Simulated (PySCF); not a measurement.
## Electric properties by functional and basis

Compound: CH3Cl.
SMILES: `CCl`

PySCF, dipoles from the SCF density, polarisabilities from static response with core orbitals frozen. Isolated species at its PBE0-D3(BJ)/def2-SVP geometry, gas phase.

Question: Which levels come closest to the reference values?

Answer: 

```tsv
level	μ (D)	error (%)	α (au)	error (%)	anisotropy (au)
LDA/def2-SVPD	1.906	+1.9	30.28	+1.6	9.41
PBE/def2-SVPD	1.880	+0.5	30.02	+0.7	9.36
B3LYP/def2-SVPD	1.925	+3.0	29.47	-1.1	9.43
PBE0/def2-SVPD	1.954	+4.5	29.06	-2.5	9.23
BHandHLYP/def2-SVPD	2.005	+7.2	28.60	-4.0	9.36
CAM-B3LYP/def2-SVPD	1.962	+4.9	29.14	-2.2	9.23
wB97X-D/def2-SVPD	2.000	+7.0	28.88	-3.1	9.09
LC-wPBE/def2-SVPD	1.994	+6.6	28.34	-4.9	8.79
HF/def2-SVPD	2.128	+13.8	27.87	-6.5	9.32
PBE0/6-31G*	2.037	+8.9	20.01	-32.9	11.09
PBE0/6-31+G*	2.096	+12.1	22.56	-24.3	10.04
PBE0/def2-SVP	1.870	0.0	19.76	-33.7	10.41
PBE0/aug-cc-pVDZ	1.950	+4.3	28.74	-3.6	10.17
PBE0/def2-TZVP	1.911	+2.2	24.72	-17.0	10.54
PBE0/def2-TZVPD	1.906	+1.9	29.74	-0.2	9.76
PBE0/aug-cc-pVTZ	1.918	+2.5	29.62	-0.6	9.92
```

Reference dipole: 1.870 D (measured, gas; NIST CCCBDB Release 22 (SRD 101), experimental dipoles). Reference dipole: 1.898 D (computed, CCSD(T)/CBS, all electrons, equilibrium geometry, gas; Hait, Head-Gordon, J. Chem. Theory Comput. 14 (2018) 1969). Reference polarisability: 4.416 Å³ (measured, gas; NIST CCCBDB Release 22 (SRD 101), experimental polarizabilities). Reference polarisability: 4.417 Å³ (computed, CCSD(T)/CBS, static electronic, isotropic average, equilibrium geometry, gas; Hait, Head-Gordon, Phys. Chem. Chem. Phys. 20 (2018) 19800). Errors are taken against the first value of each kind. The anisotropy is √(½[(α1 − α2)² + (α2 − α3)² + (α3 − α1)²]). For the dipole, the smallest error is 0.0% (PBE0/def2-SVP) and the largest 13.8% (HF/def2-SVPD). For the polarisability, the smallest error is 0.2% (PBE0/def2-TZVPD) and the largest 33.7% (PBE0/def2-SVP). The dipole runs from 1.87 D (PBE0/def2-SVP) to 2.13 D (HF/def2-SVPD). In one basis (def2-SVPD) the functionals order the polarisability from HF (lowest) to LDA (highest), a spread of 9%. With PBE0 the polarisability is 21.50 au without diffuse functions (mean of 6-31G*, def2-SVP and def2-TZVP) and 27.95 au with them (mean of 6-31+G*, def2-SVPD, aug-cc-pVDZ, def2-TZVPD and aug-cc-pVTZ). Measured values can belong to vibrating molecules; the computed ones are for one fixed geometry.
